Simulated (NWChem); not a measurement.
System meant: CN anion

Input file for NWChem:

```
start job
memory heap 200 mb stack 900 mb global 1100 mb
charge -1
geometry units angstroms noautoz
  C      0.000000     0.000000    -0.633202
  N      0.000000     0.000000     0.540889
end
basis spherical
  C library def2-svp
  N library def2-svp
end
dft
  odft
  mult 2
  xc xpbe96 cpbe96
  iterations 150
  mulliken
end
task dft energy
```

End of the output:

```
 ==============================================================================
                                internuclear distances
 ------------------------------------------------------------------------------
       center one      |      center two      | atomic units |  angstroms
 ------------------------------------------------------------------------------
    2 N                |   1 C                |     2.21871  |     1.17409
 ------------------------------------------------------------------------------
                         number of included internuclear distances:          1
 ==============================================================================

 Summary of "ao basis" -> "" (spherical)
 ------------------------------------------------------------------------------
       Tag                 Description            Shells   Functions and Types
 ---------------- ------------------------------  ------  ---------------------
 C                          def2-svp                 6       14   3s2p1d
 N                          def2-svp                 6       14   3s2p1d

  pbe96 is a nonlocal functional; adding pw91lda local functional.

                                 NWChem DFT Module
                                 -----------------

 Summary of "ao basis" -> "ao basis" (spherical)
 ------------------------------------------------------------------------------
       Tag                 Description            Shells   Functions and Types
 ---------------- ------------------------------  ------  ---------------------
 C                          def2-svp                 6       14   3s2p1d
 N                          def2-svp                 6       14   3s2p1d

      Symmetry analysis of basis
      --------------------------

        a1         12
        a2          0
        b1          2
        b2          2
        e          12

  number of electrons :                   14
  multiplicity        :                    2
 ------------------------------------------------------------------------
  no. of electrons and multiplicity not compatible                  14
 ------------------------------------------------------------------------
 ------------------------------------------------------------------------
  current input line :
    19: task dft energy
 ------------------------------------------------------------------------
 ------------------------------------------------------------------------
 There is an error in the input file
 ------------------------------------------------------------------------
 For more information see the NWChem manual at https://nwchemgit.github.io

0: no. of electrons and multiplicity not compatible:Received an Error in Communication
```

Q: What is wrong, and how is it mended?

A: The input was rejected before any calculation. Cause: the multiplicity doesn't fit the number of electrons (an even count wants an odd multiplicity, and the reverse). This input runs:
```
start job
memory heap 200 mb stack 900 mb global 1100 mb
charge -1
geometry units angstroms noautoz
  C      0.000000     0.000000    -0.633202
  N      0.000000     0.000000     0.540889
end
basis spherical
  * library def2-svp
end
dft
  xc xpbe96 cpbe96
  iterations 150
  mulliken
end
task dft energy
```
It converges to -92.64793 Ha (PBE/def2-SVP).
